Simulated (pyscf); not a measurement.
Optimised with ωB97X-D3(BJ)/def2-SVPD in PySCF. Correlated levels are frozen-core, on RHF or UHF. ΔMP2 is the change of the MP2 total energy from the triple- to the quadruple-zeta basis.

**Question.** For the elementary gas-phase step Cl⁻ (SMILES [Cl-]) + H₃C–I (SMILES CI) → H₃C–Cl (SMILES CCl) + I⁻ (SMILES [I-]) (singlet surface; C–I broken, C–Cl formed), what barrier and reaction energy does CCSD(T)/def2-TZVPPD + ΔMP2(QZVPPD) give, measured from the separated reactants?

**Answer.** ΔE‡ = -4.1 kcal/mol, ΔE = -13.0 kcal/mol. Zero-point energy shifts the barrier by 0.0 kcal/mol. It is a substitution at C, with an imaginary mode of 422i cm⁻¹. On the reactant side the descent ends in a bound adduct, 10.5 kcal/mol under the separated species and 8.2 kcal/mol under the saddle at ωB97X-D3(BJ)/def2-TZVPD. On the product side the descent ends in a bound adduct, 8.2 kcal/mol under the separated species and 19.1 kcal/mol under the saddle at ωB97X-D3(BJ)/def2-TZVPD. At CCSD(T) the saddle lies under the separated reactants, which points to a path from their complex (located at ωB97X-D3(BJ) alone). One saddle was located; it need not be the lowest between these sides. The angle at the attacked C is 180°. The CCSD(T) − MP2 part came from Ansatz, without density fitting, on the same reference. The frozen core leaves the outer d or s,p core shells of the metals and heavy elements correlated in the MP2 and CC values, and def2-TZVPP describes them poorly, which can shift differences by a few kcal/mol. Elements past Kr carry the def2 core potentials, without spin-orbit coupling.
